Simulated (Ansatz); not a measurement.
Geometry optimisation, Ansatz, RKS B3LYP-D4/def2-SVP.

input.yaml

```yaml
crystal:
  periodic: [false, false, false]
  atoms:
    - { symbol: B, position_ang: [-0.014998, -0.204943, 0.172732] }
    - { symbol: O, position_ang: [-0.259144, -0.626733, 1.466368] }
    - { symbol: H, position_ang: [-1.195975, -0.791961, 1.636852] }
    - { symbol: H, position_ang: [1.137998, -0.010391, -0.114608] }
    - { symbol: H, position_ang: [-0.914882, -0.139688, -0.630514] }
    - { symbol: S, position_ang: [-0.057341, 2.678253, 1.292307] }
    - { symbol: H, position_ang: [1.287739, 2.613151, 1.172341] }
    - { symbol: H, position_ang: [-0.091097, 1.510612, 2.025222] }
basis:
  gaussian: { orbitals: def2-SVP }
hamiltonian:
  xc: b3lyp
  dispersion: d4
relax:
  f_tol: 0.03
  max_steps: 50
output:
  orbitals: {}
```

Run as:

```bash
$ ansatz run input.yaml --threads 1 --pin off --max-ram 2048MiB --backend cpu --events-out ev --progress --plain --runs-dir out
```

Problem. Where does it end, and by what steps?

Solution. It converged. After 12 steps the energy has fallen by 0.068 eV; H8 moved furthest, 0.56 Å.

| step | energy less start (eV) | largest force component (eV/Å) | accepted |
| --- | --- | --- | --- |
| 0 | 0.0000 | 0.775 | yes |
| 1 | -0.0527 | 0.582 | yes |
| 2 | 0.0246 | 1.503 | no |
| 3 | -0.0616 | 0.057 | yes |
| 4 | -0.0627 | 0.074 | yes |
| 5 | -0.0648 | 0.082 | yes |
| 6 | -0.0660 | 0.104 | yes |
| 7 | -0.0667 | 0.105 | yes |
| 8 | -0.0675 | 0.075 | yes |
| 9 | -0.0666 | 0.117 | no |
| 10 | -0.0679 | 0.046 | yes |
| 11 | -0.0680 | 0.053 | yes |
| 12 | -0.0683 | 0.028 | yes |

```xyz
8
Properties=species:S:1:pos:R:3
B -0.018 -0.275 0.175
O -0.312 -0.819 1.380
H -1.253 -0.997 1.500
H 1.149 -0.060 -0.043
H -0.876 -0.095 -0.659
S -0.068 2.762 1.316
H 1.229 2.586 0.980
H 0.043 1.926 2.372
```

Whether the end is a true minimum wasn't checked by a vibrational analysis.

Time of the run: 22 s on 1 thread of Intel(R) Xeon(R) Platinum 8488C (Sapphire Rapids) (shared host), peak memory 0.16 GiB.
